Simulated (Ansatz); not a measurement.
# Boron trifluoride (BF3): ionisation energy by level of theory

The task here is to estimate one member of a computed series from the others.

Program: Ansatz 0.2.0, Gaussian basis. Level of theory: unrestricted cation, the program's frozen cores in correlated methods. These are calculated values, not measurements.

Levels to be run: UKS PBE-D4/def2-TZVPP; UKS r2SCAN-D4/def2-TZVPP; UKS PBE0-D4/def2-TZVPP; UKS B3LYP-D4/def2-TZVPP; UKS wB97X-V/def2-TZVPP; UKS wB97M-V/def2-TZVPP; UKS B2PLYP/def2-TZVPP; UHF-CCSD(T)/def2-TZVPP; UHF-MP2/def2-QZVPP; extrapolation to the limit; then −ε(HOMO) from the neutral's earlier runs with LDA (SPW92), PBE-D4, revPBE-D4, BLYP-D4, r2SCAN-D4, B97M-V, PBE0-D4, B3LYP-D4, r2SCANh-D4, r2SCAN0-D4, HSE06-D4, BHLYP-D4, CAM-B3LYP-D4, LC-ωPBE, ωB97X-V, ωB97M-V.

**Structure used throughout**

All runs share one geometry, relaxed beforehand with PBE0-D4 in a triple-zeta def2 set.

SMILES `FB(F)F`, 4 atoms, charge 0, spin multiplicity 1.

Atoms are counted from 1 here; the program's logs count them from 0.

Bond lengths: F1–B2 1.311 Å, B2–F3 1.311 Å, B2–F4 1.311 Å. Angles: F1–B2–F3 120.0°, F1–B2–F4 120.0°, F3–B2–F4 120.0°.

The first run:

in.yaml reads:

```yaml
crystal:
  periodic: [false, false, false]
  atoms:
    - {symbol: F, position_ang: [0.559010, 0.195568, 1.168669]}
    - {symbol: B, position_ang: [0.013881, -0.015076, -0.005049]}
    - {symbol: F, position_ang: [-0.251184, -1.238619, -0.394717]}
    - {symbol: F, position_ang: [-0.266206, 0.997826, -0.789103]}
basis:
  gaussian: {orbitals: def2-TZVPP}
total_charge: 1
magnetization: {spin_polarized: true, initial_magnetization: 1}
hamiltonian: {xc: pbe, dispersion: d4}
```

Run with:

```sh
ansatz run in.yaml --threads 4 --pin off --events-out ev --progress --plain --max-ram 10444MiB
```

Among the steps run: Cation, UKS PBE-D4/def2-TZVPP; Cation, UKS r2SCAN-D4/def2-TZVPP; Cation, UKS PBE0-D4/def2-TZVPP; Cation, UKS B3LYP-D4/def2-TZVPP; Cation, UKS wB97X-V/def2-TZVPP; Cation, UKS wB97M-V/def2-TZVPP; Cation, UKS B2PLYP (frozen core)/def2-TZVPP; Cation, UHF-CCSD(T)/def2-TZVPP; Cation, UHF-MP2/def2-QZVPP.

One of the session's tables, all rows but one given; the rest of the session is left out.

It belongs to the step «Ionisation energies side by side». Orbital estimates, from the neutral's runs:

```
  functional  −ε(HOMO) (eV)
 LDA (SPW92)          10.25
      PBE-D4           9.99
   revPBE-D4           9.90
     BLYP-D4           9.94
   r2SCAN-D4          10.54
      B97M-V          10.68
     PBE0-D4          12.22
    B3LYP-D4          11.89
  r2SCANh-D4          11.37
  r2SCAN0-D4          12.62
    HSE06-D4          11.80
    BHLYP-D4          14.44
CAM-B3LYP-D4          13.82
     LC-ωPBE              ?
     ωB97X-V          14.77
     ωB97M-V          14.75
```

**Question.** Estimate the row for LC-ωPBE.

As computed: −ε(HOMO) (eV): 15.07. In the column «−ε(HOMO) (eV)» it is the highest.
